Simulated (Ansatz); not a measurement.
We consider hcp Zr, described by r²SCAN in Ansatz (PAW).

Run with plane-wave cutoff 560 eV, 18×18×12 k mesh (along the axes of the cell as run), Fermi–Dirac smearing 0.05 eV, scalar-relativistic PAW data made under PBE.

Energies at three volumes about the minimum:

| V (Å³/atom) | E − E_lowest (meV/atom) |
|---|---|
| 23.032 | 2.88 |
| 23.502 | 0.00 |
| 23.972 | 2.72 |

Fit a parabola by hand: where is the minimum, and what is the bulk modulus?

Slopes: (0.00 − 2.88)/(23.502 − 23.032) = -6.128 and (2.72 − 0.00)/(23.972 − 23.502) = 5.787 meV/Å³. Curvature E″ = 2 × (5.787 − (-6.128))/(23.972 − 23.032) = 25.351 meV/Å⁶. From the middle of the first interval, the slope vanishes at V0 = 23.2670 − (-6.128)/25.351 = 23.509 Å³/atom. B = V0 E″ = 23.509 × 25.351 meV/Å³ × 0.1602 GPa per meV/Å³ = 95.5 GPa. The full Birch–Murnaghan fit to all volumes gives V0 = 23.502 Å³/atom and B0 = 95.2 GPa.

Shape and atoms are relaxed at each volume.

Measured, for comparison: bulk modulus 95.9 GPa (zero-point energy and finite temperature contributions removed, sources range from 84.3 to 95.9; as tabulated in doi:10.1021/acs.jctc.3c00612); equilibrium volume per atom 23.18 Å³/atom (copied from a table, unchecked, extrapolated to 0 K and zero-point effects removed; as tabulated in Lejaeghere et al. (2013), arXiv:1204.2733). Computed less measured: bulk modulus -0.7 % (inside the range of the sources held), equilibrium volume per atom not scored (unchecked).

Ansatz is a quantum-chemistry and plane-wave program.
